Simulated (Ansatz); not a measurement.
```yaml
crystal:
  periodic: [false, false, false]
  atoms:
    - {symbol: C, position_ang: [0.000000, 0.000000, -0.143004]}
    - {symbol: Be, position_ang: [0.000000, 0.000000, 1.354867]}
    - {symbol: H, position_ang: [0.000000, 0.000000, -1.211863]}
basis:
  gaussian: {orbitals: def2-TZVP}
magnetization: {spin_polarized: true, initial_magnetization: 1}
hamiltonian: {xc: pbe0}
relax: {f_tol: 0.004, max_steps: 80}
```

```sh
$ ansatz run in.yaml --threads 1 --pin off --events-out ev --progress --plain --max-ram 2176MiB
```

Steps of the relaxation (energy above the last step; positions in Å, forces in eV/Å):

```
3
step 1, 206.3 meV
C     0.000    0.000   -0.143    0.000    0.000   -3.105
Be    0.000    0.000    1.355    0.000    0.000    3.545
H     0.000    0.000   -1.212    0.000    0.000   -0.440
```

```
3
step 2, 29.0 meV
C     0.000    0.000   -0.165    0.000    0.000   -1.052
Be    0.000    0.000    1.408    0.000    0.000    1.185
H     0.000    0.000   -1.243    0.000    0.000   -0.133
```

```
3
step 3, 0.5 meV
C     0.000    0.000   -0.178    0.000    0.000   -0.153
Be    0.000    0.000    1.439    0.000    0.000    0.153
H     0.000    0.000   -1.260    0.000    0.000    0.000
```

```
3
step 5, 0.0 meV
C     0.000    0.000   -0.181    0.000    0.000    0.003
Be    0.000    0.000    1.443    0.000    0.000    0.000
H     0.000    0.000   -1.263    0.000    0.000   -0.003
```

Close pairs at the end: C1–H3 1.082 Å, C1–Be2 1.624 Å.

A stationary point of unrestricted PBE0 after 5 steps, with ⟨S²⟩ = 1.757 against 0.75 for a pure state; no frequencies were run, so it isn't proven a minimum. 15 s on 1 thread of Arm Neoverse V1, shared host.
